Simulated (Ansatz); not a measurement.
# SOF2: basis-set convergence

An exercise on one series of results from a longer session: the logs are not shown, and one member is left open.

The runs use Ansatz 0.2.0, Gaussian basis; one geometry, several basis sets.

The runs, in order: PBE0-D4/def2-SVP; ωB97M-V/def2-SVP; PBE0-D4/def2-QZVPP; ωB97M-V/def2-QZVPP; CCSD(T)/cc-pV(D+d)Z; CCSD(T)/cc-pV(T+d)Z; CCSD(T)/cc-pV(Q+d)Z; the functionals' def2-TZVPP values are taken from earlier runs.

## The geometry

The geometry comes from an earlier relaxation with PBE0-D4 in a triple-zeta def2 set; it is a stationary point.

SMILES `O=S(F)F`, 4 atoms, charge 0, spin multiplicity 1.

Atoms are counted from 1 here; the program's logs count them from 0.

Bond lengths: O1–S2 1.419 Å, S2–F3 1.588 Å, S2–F4 1.588 Å. Angles: O1–S2–F3 106.5°, O1–S2–F4 106.5°, F3–S2–F4 93.0°.

Set-up of the first run:

Contents of in.yaml:

```yaml
crystal:
  periodic: [false, false, false]
  atoms:
    - {symbol: O, position_ang: [0.932398, 0.066621, -1.017848]}
    - {symbol: S, position_ang: [-0.151269, -0.426192, -0.245659]}
    - {symbol: F, position_ang: [-1.124430, 0.804198, 0.000357]}
    - {symbol: F, position_ang: [0.343312, -0.444627, 1.263140]}
basis:
  gaussian: {orbitals: def2-SVP}
hamiltonian: {xc: pbe0, dispersion: d4}
output: {orbitals: {seedname: orbitals}}
```

Started as:

```console
$ ansatz run in.yaml --threads 2 --pin off --events-out ev --progress --plain --max-ram 32768MiB --backend cpu
```

Among the steps run: PBE0-D4 in def2-SVP; ωB97M-V in def2-SVP; PBE0-D4 in def2-QZVPP; ωB97M-V in def2-QZVPP.

One of the session's tables, all rows but one given; the rest of the session is left out.

| functional | basis | HOMO (eV) |
| --- | --- | --- |
| PBE0-D4 | def2-SVP | -9.48 |
| PBE0-D4 | def2-TZVPP | -9.66 |
| PBE0-D4 | def2-QZVPP | -9.73 |
| ωB97M-V | def2-SVP | ? |
| ωB97M-V | def2-TZVPP | -12.00 |
| ωB97M-V | def2-QZVPP | -12.09 |

Estimate the missing values for ωB97M-V, def2-SVP.

As computed: HOMO (eV): -11.78. In the column «HOMO (eV)» it lies between ωB97M-V, def2-TZVPP (-12.00) and PBE0-D4, def2-QZVPP (-9.73).
